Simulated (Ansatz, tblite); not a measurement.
**The cluster Ba₂Se: charged states by level of theory**

An exercise on one series of results from a longer session: the logs are not shown, and one member is left open.

Computed with Ansatz 0.2.0, Gaussian basis. Level: as each input shows.

Plan: charge +1 doublet, at the geometry of the singlet (PBE0-D4/def2-TZVP, PBE-D4/def2-TZVP, r2SCAN-D4/def2-TZVP, CCSD(T)/def2-TZVPP); charge -1 doublet, at the geometry of the singlet (PBE0-D4/def2-TZVPD, PBE-D4/def2-TZVPD, r2SCAN-D4/def2-TZVPD); the starting singlet's energies come from earlier runs.

1 further run of the same task is left out (set aside as unsound or not needed). Runs told in other sessions of the task aren't counted.

## The relaxed structure

The singlet was relaxed beforehand with PBE-D4/def2-TZVP. At that level it is the lowest of the isomers that a small search found.

3 atoms, charge 0, spin multiplicity 1.

Atoms are counted from 1 here; the program's logs count them from 0.

Bond lengths: Ba1–Se3 2.886 Å, Ba2–Se3 2.886 Å. Angles: Ba1–Se3–Ba2 88.2°.

Ba takes a core potential in the def2 sets. No spin-orbit coupling is included.

The first run:

File in.yaml:

```yaml
crystal:
  periodic: [false, false, false]
  atoms:
    - {symbol: Ba, position_ang: [-1.253052, 1.637264, 0.511445]}
    - {symbol: Ba, position_ang: [1.939861, -0.459721, -0.733400]}
    - {symbol: Se, position_ang: [-0.686809, -1.177543, 0.221955]}
basis:
  gaussian: {orbitals: def2-TZVP}
total_charge: 1
magnetization: {spin_polarized: true, initial_magnetization: 1}
hamiltonian: {xc: pbe0, dispersion: d4}
output: {orbitals: {seedname: orbitals}}
```

Started as:

```console
$ ansatz run in.yaml --threads 4 --pin off --events-out ev --progress --plain --max-ram 3916MiB
```

Steps of the session up to this table: Charge +1 doublet at the fixed geometry, PBE0-D4/def2-TZVP; Charge +1 doublet at the fixed geometry, PBE-D4/def2-TZVP; Charge +1 doublet at the fixed geometry, r2SCAN-D4/def2-TZVP; Charge +1 doublet at the fixed geometry, CCSD(T)/def2-TZVPP.

One table of the session follows, with a row left open; its other results are not shown here.

It belongs to the step «Vertical ionisation energy». 

| method | vertical ionisation energy (eV) |
| --- | --- |
| HF/def2-TZVPP | 3.32 |
| PBE-D4/def2-TZVP | ? |
| r2SCAN-D4/def2-TZVP | 4.08 |
| PBE0-D4/def2-TZVP | 4.25 |
| MP2/def2-TZVPP | 4.22 |
| CCSD/def2-TZVPP | 4.16 |
| CCSD(T)/def2-TZVPP | 4.28 |

**Question.** Estimate the row for PBE-D4/def2-TZVP.

As computed: vertical ionisation energy (eV): 4.39. In the column «vertical ionisation energy (eV)» it is the highest.

Caveats from the session: The closed-shell reference under CCSD(T)/def2-TZVPP is unstable towards broken spin symmetry, which adds to the doubt on it. The anion's highest level is positive in at least one run, so there the basis alone may hold the extra electron.
